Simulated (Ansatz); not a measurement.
Molecule: lithium hydride, LiH (charge 0, singlet). 
Coordinates optimised at B3LYP-D3(BJ)/def2-TZVP (Ansatz, a program for electronic structure):
SMILES: [LiH]
```xyz
2

Li     0.0000     0.0000    -0.3977
H      0.0000     0.0000     1.1930
```

Parts of the frozen-core correlation energy in 6-31G (Ansatz, hartree). Frozen orbitals: 1; correlated occupied orbitals by spin: 1 and 1; virtual: 9 and 9. Spin-orbit coupling is left out. Non-relativistic.

```
term                          value
-------------------------  --------
reference (HF)             -7.97922
MP2 opposite-spin          -0.01233
MP2 same-spin                     …
CCSD correlation                  …
(T)                               …
T1 diagnostic                 0.032
largest doubles amplitude     0.060
```

Task: Complete the blanks.

Result: 
- MP2 same-spin, value: 0.00000
- CCSD correlation, value: -0.01871
- (T), value: 0.00000
